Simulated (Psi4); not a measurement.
Reaction (SMILES): OC (CH3-OH) + [H][H] (H2) → C (CH4) + O (H2O)
B3LYP-D3(BJ)/def2-TZVP geometries, fixed; electronic energies without zero-point terms.

Basis-set convergence of the energy of full hydrogenation at HF with Psi4. Cartesian d functions, on some or all atoms, in 6-31+G*, 6-31G**; all else is spherical. Density fitting with the program's default auxiliary sets. Psi4's default fitting sets serve the pcseg sets less well. No added dispersion term, no relativity. Functions are those of the species that has most. Reference: the value in def2-QZVPPD, -30.73 kcal/mol, itself unsure by roughly 0.17 kcal/mol (its mean distance from def2-QZVPP, cc-pVQZ). Deviations are taken from unrounded values.

| basis | functions | energy of full hydrogenation (kcal/mol) | minus reference (kcal/mol) |
|---|---|---|---|
| STO-3G | 14 | -16.58 | 14.15 |
| 6-31G | 26 | -31.95 | -1.22 |
| def2-SV(P) | 36 | -22.68 | 8.06 |
| 6-31+G* | 46 | -28.88 | 1.86 |
| cc-pVDZ | 48 | -29.75 | 0.99 |
| def2-SVP | 48 | -29.53 | 1.21 |
| 6-31G** | 50 | -29.75 | 0.99 |
| 6-311G** | 60 | -29.94 | 0.79 |
| aug-cc-pVDZ | 82 | -31.65 | -0.92 |
| aug-pcseg-1 | 82 | -30.06 | 0.67 |
| 6-311++G(2d,2p) | 94 | -31.60 | -0.87 |
| cc-pVTZ | 116 | -30.18 | 0.55 |
| pcseg-2 | 116 | -30.69 | 0.04 |
| jun-cc-pV(T+d)Z | 134 | -30.76 | -0.03 |
| 6-311++G(3df,3pd) | 150 | -30.40 | 0.33 |
| aug-cc-pVTZ | 184 | -30.65 | 0.08 |
| aug-pcseg-2 | 184 | -30.76 | -0.02 |
| def2-QZVPP | 234 | -30.66 | 0.07 |
